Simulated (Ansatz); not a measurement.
**AlH7OSi (built from SMILES [OH][AlH2].[SiH4]): a short trajectory**

The task is to watch the atoms for 40 steps of 0.5 fs, started with velocities for 300 K and run with a Langevin thermostat, and see to which side of the barrier the system falls.

Computed with Ansatz 0.2.0, Gaussian basis. Level: PBE0-D4/def2-SVP.

1 further run of the same task is left out (it didn't finish).

**1. Where the work starts**

The start, a first-order saddle point found at PBE0-D4 in triple zeta: 10 atoms, charge 0, spin multiplicity 1.

Atoms are counted from 1 here; the program's logs count them from 0.

Bond lengths: Al1–O2 1.854 Å, Al1–H3 1.579 Å, Al1–H4 1.584 Å, Al1–H5 1.841 Å, Al1–Si6 2.659 Å, O2–H5 1.248 Å, O2–H7 0.963 Å, Si6–H8 1.489 Å, Si6–H9 1.488 Å, Si6–H10 1.500 Å. Angles: O2–Al1–H3 113.5°, O2–Al1–H4 112.3°, O2–Al1–H5 39.5°, O2–Al1–Si6 85.2°, H3–Al1–H4 125.5°, H3–Al1–H5 118.4°, H3–Al1–Si6 105.1°, H4–Al1–H5 115.5°, H4–Al1–Si6 106.5°, H5–Al1–Si6 45.7°, Al1–O2–H5 69.7°, Al1–O2–H7 118.9°, H5–O2–H7 111.0°, Al1–H5–O2 70.8°, Al1–Si6–H8 123.5°, Al1–Si6–H9 121.6°, Al1–Si6–H10 81.9°, H8–Si6–H9 109.2° and more.

As a file:

```xyz
10

Al    0.2088   -1.2174   -0.4295
O     1.0780    0.0058   -1.5184
H    -1.0466   -1.8879   -1.1127
H     1.1977   -1.9311    0.5814
H     0.4453    0.5979   -0.6207
Si   -0.7466    0.9216    0.8292
H     2.0268    0.1312   -1.4128
H     0.0692    1.7739    1.7380
H    -1.8509    1.7363    0.2552
H    -1.3817   -0.1303    1.6903
```

**2. The run**

md/in.yaml reads:

```yaml
crystal:
  periodic: [false, false, false]
  atoms:
    - {symbol: Al, position_ang: [0.208813, -1.217418, -0.429483]}
    - {symbol: O, position_ang: [1.077953, 0.005816, -1.518449]}
    - {symbol: H, position_ang: [-1.046616, -1.887877, -1.112736]}
    - {symbol: H, position_ang: [1.197684, -1.931092, 0.581442]}
    - {symbol: H, position_ang: [0.445340, 0.597905, -0.620695]}
    - {symbol: Si, position_ang: [-0.746572, 0.921582, 0.829200]}
    - {symbol: H, position_ang: [2.026773, 0.131173, -1.412755]}
    - {symbol: H, position_ang: [0.069181, 1.773916, 1.738049]}
    - {symbol: H, position_ang: [-1.850880, 1.736284, 0.255181]}
    - {symbol: H, position_ang: [-1.381676, -0.130289, 1.690345]}
basis:
  gaussian: {orbitals: def2-SVP}
hamiltonian: {xc: pbe0, dispersion: d4}
md: {n_steps: 40, timestep: 0.5, temperature: 300, ensemble: nvt_langevin, seed: 870, friction: 0.05, initial_velocities: maxwell_boltzmann}
```

Launch:

```bash
$ ansatz run in.yaml --threads 2 --pin off --events-out ev --progress --plain --max-ram 4352MiB
```

**Question.** What will these runs give? Wanted: temperature at the start; mean temperature, second half; lowest and highest potential energy, from the first frame; largest change of potential + kinetic.

The runs gave:

| quantity | value |
| --- | --- |
| length | 40 steps, 20.0 fs |
| temperature at the start | 270 K |
| mean temperature, second half | 300 K |
| lowest and highest potential energy, from the first frame | -99 and 198 meV |
| largest change of potential + kinetic | 157.0 meV |

By the last frame it has moved towards the side where Al1–Si6, O2–H5 form. The thermostat trades energy with the molecule, so the sum of potential and kinetic energy isn't conserved: it changes by +59 meV over the run. The temperature runs between 192 and 392 K. Under Langevin the temperature counts 3N degrees of freedom, more than the drawn velocities fill, so it starts at 270 K, not 300 K.
